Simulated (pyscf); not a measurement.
Optimised with ωB97X-D3(BJ)/def2-SVP in PySCF.

Task: H₂B–O–GeH₃ + water (H₂O) -> HO–GeH₃ + H₂B–OH
Surface: singlet. Broken: B–O, H–O. Formed: H–O, B–O. Give ΔE‡ and ΔE from ωB97M-D3(BJ)/def2-TZVP, relative to the separated reactants.

Result: ΔE‡ = 0.40 eV, ΔE = +0.01 eV. Zero-point energy shifts the barrier by +0.06 eV. It is a four-centre exchange, with an imaginary mode of 1273i cm⁻¹. On the product side the descent ends in an adduct with a B–O contact, 0.26 eV under the separated species and 0.62 eV under the saddle at ωB97X-D3(BJ)/def2-TZVP. What is counted as broken (B–O) persists as a longer contact in the product adduct; parting that adduct is a step of its own. This is the saddle that the search found; another between the same sides may lie lower. Elements up to Kr have no core potential and no relativistic terms here.
